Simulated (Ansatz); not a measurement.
C$_{3}$H$_{5}$FO, SMILES `C/C=C(\O)F`. The species carries charge 0 and has multiplicity 1.

```xyz
10

C     0.9250    0.7253   -0.7579
C    -0.0088   -0.4185   -0.5580
C    -0.6972   -0.6211    0.5514
O    -0.6400    0.1138    1.6691
F    -1.5456   -1.6517    0.6808
H     0.6585    1.3003   -1.6496
H     0.9106    1.4020    0.0969
H     1.9546    0.3805   -0.8951
H    -0.1423   -1.1505   -1.3443
H    -1.4147   -0.0801    2.2067
```

(1) What are the harmonic wavenumbers in cm⁻¹ at PBE0-D4/def2-TZVP (Ansatz, finite differences of forces, unscaled)? (Best estimate.)

(2) Is this a minimum?

(3) Give the ideal-gas thermochemistry at 298.15 K and 1 bar (rigid rotor, harmonic oscillator; point group C1, symmetry number 1).

(4) And at 400, 500, 600, 800 and 1000 K?

(5) Rotational constants (cm⁻¹)?

Results:

(1) The calculation gave: 121, 168, 240, 267, 502, 573, 629, 800, 870, 1029, 1060, 1127, 1173, 1313, 1375, 1422, 1479, 1491, 1835, 3041, 3092, 3143, 3219, 3852.

(2) Yes, all 24 modes are real.

(3) Zero-point energy 202.3 kJ/mol; H(298) − E = 220.3 kJ/mol; entropy 316.6 J/(mol·K), of which translation 162.9, rotation 106.8, vibration 47.0; G(298) − E = 125.9 kJ/mol.

(4) 
| T (K) | H − E (kJ/mol) | S (J/mol/K) | G − E (kJ/mol) |
| --- | --- | --- | --- |
| 400 | 230.5 | 345.7 | 92.2 |
| 500 | 242.2 | 371.8 | 56.3 |
| 600 | 255.4 | 395.9 | 17.9 |
| 800 | 285.4 | 438.9 | -65.7 |
| 1000 | 319.0 | 476.3 | -157.3 |

(5) 0.3404, 0.1244, 0.09276.
